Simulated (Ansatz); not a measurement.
**C₂H₇N (singlet): from Hartree-Fock to the top rungs, 6-31G**

One table from this session's results is given with a row withheld; the runs are named, their logs left out.

Computed with Ansatz 0.2.0, Gaussian basis. Level: 6-31G, core rule «outside noble gas», up to 3 orbitals frozen.

Plan: UHF; CCSD(T) on RHF; BCCD(T) on RHF; CISD; CCSDT(Q) on RHF; CASSCF and MRCISD+Q, 8 electrons in 8 orbitals; CASSCF and NEVPT2, 8 electrons in 8 orbitals.

14 further runs of the same task are left out: 1 that didn't finish, 13 set aside as unsound or not needed.

## What is computed

The geometry is an MP2(full)/6-31G* stationary point (not a proven minimum).

10 atoms, charge 0, spin multiplicity 1.

Atoms are counted from 1 here; the program's logs count them from 0.

Bond lengths: C1–N2 1.456 Å, C1–H4 1.103 Å, C1–H5 1.092 Å, C1–H6 1.094 Å, N2–C3 1.456 Å, N2–H7 1.018 Å, C3–H8 1.103 Å, C3–H9 1.092 Å, C3–H10 1.094 Å. Angles: N2–C1–H4 114.1°, N2–C1–H5 109.5°, N2–C1–H6 108.9°, H4–C1–H5 108.5°, H4–C1–H6 107.7°, H5–C1–H6 107.9°, C1–N2–C3 111.7°, C1–N2–H7 108.8°, C3–N2–H7 108.8°, N2–C3–H8 114.1°, N2–C3–H9 109.5°, N2–C3–H10 108.9°, H8–C3–H9 108.5°, H8–C3–H10 107.7°, H9–C3–H10 107.9°.

The first run:

Input file in.yaml:

```yaml
crystal:
  periodic: [false, false, false]
  atoms:
    - {symbol: C, position_ang: [-0.016003, -0.256609, 1.204880]}
    - {symbol: N, position_ang: [-0.016003, 0.560563, 0.000000]}
    - {symbol: C, position_ang: [-0.016003, -0.256609, -1.204880]}
    - {symbol: H, position_ang: [0.803028, -0.994649, 1.248506]}
    - {symbol: H, position_ang: [0.051125, 0.389275, 2.083405]}
    - {symbol: H, position_ang: [-0.960693, -0.804894, 1.261750]}
    - {symbol: H, position_ang: [0.816830, 1.146313, 0.000000]}
    - {symbol: H, position_ang: [0.803028, -0.994649, -1.248506]}
    - {symbol: H, position_ang: [0.051125, 0.389275, -2.083405]}
    - {symbol: H, position_ang: [-0.960693, -0.804894, -1.261750]}
basis:
  gaussian: {orbitals: 6-31G}
magnetization: {spin_polarized: true, initial_magnetization: 0}
hamiltonian: {xc: hf}
output: {orbitals: {seedname: orbitals}}
```

On the command line:

```
$ ansatz run in.yaml --threads 1 --pin off --events-out ev --progress --plain --max-ram 2560MiB --backend cpu
```

Among the steps run: UHF; CCSD(T) on RHF; BCCD(T) on RHF; CISD; CCSDT(Q) on RHF; CASSCF and MRCISD+Q, 8 electrons in 8 orbitals; CASSCF and NEVPT2, 8 electrons in 8 orbitals.

One of the session's tables, all rows but one given; the rest of the session is left out.

| method | from RCCSDT(Q) (kJ/mol) |
| --- | --- |
| RHF | +893.7 |
| RMP2 | +119.3 |
| CISD | ? |
| RCCSD | +20.2 |
| RCCSD(T) | +2.8 |
| BCCD(T) | +2.9 |
| RCCSDT | +1.5 |
| RCCSDT(Q) | 0 |
| CASSCF frontier | +609.5 |
| NEVPT2 frontier | +109.3 |
| MRCISD frontier | +57.6 |
| MRCISD+Q frontier | +9.0 |

**Question.** Estimate the row for CISD.

As computed: from RCCSDT(Q) (kJ/mol): +109.9. In the column «from RCCSDT(Q) (kJ/mol)» it lies between NEVPT2 frontier (+109.3) and RMP2 (+119.3).

With the free atoms at the same levels and basis (separate runs), the atomisation energy is 32.094 eV at RCCSDT(Q), 32.073 eV at RCCSD(T), 25.797 eV at RHF.
